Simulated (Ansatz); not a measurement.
System: C2H6NO, net charge 1, singlet state. It need not be the lowest isomer of its formula. SMILES: NC(=[OH+])C
Coordinates optimised at B3LYP-D3(BJ)/def2-TZVP (Ansatz, an electronic-structure program):
```
C
O 1 1.2972
H 2 0.9723 1 116.18
N 1 1.3046 2 122.40 3 0.00
H 4 1.0110 1 120.10 2 180.00
H 4 1.0127 5 116.68 1 -180.00
C 1 1.4783 2 115.43 3 -180.00
H 7 1.0865 1 112.19 2 180.00
H 7 1.0923 8 109.99 1 -121.09
H 7 1.0923 8 109.99 9 -117.81
```
Charge +1, spin multiplicity 1.

Parts of the frozen-core correlation energy in 6-31G (Ansatz, hartree). Frozen orbitals: 4; correlated occupied orbitals by spin: 12 and 12; virtual: 32 and 32. Spin-orbit coupling is left out. Non-relativistic.

```csv
term,value
reference (HF),-208.22824
MP2 opposite-spin,-0.30486
MP2 same-spin,-0.09497
CCSD correlation,-0.43018
(T),-0.01084
T1 diagnostic,0.015
largest doubles amplitude,0.067
```
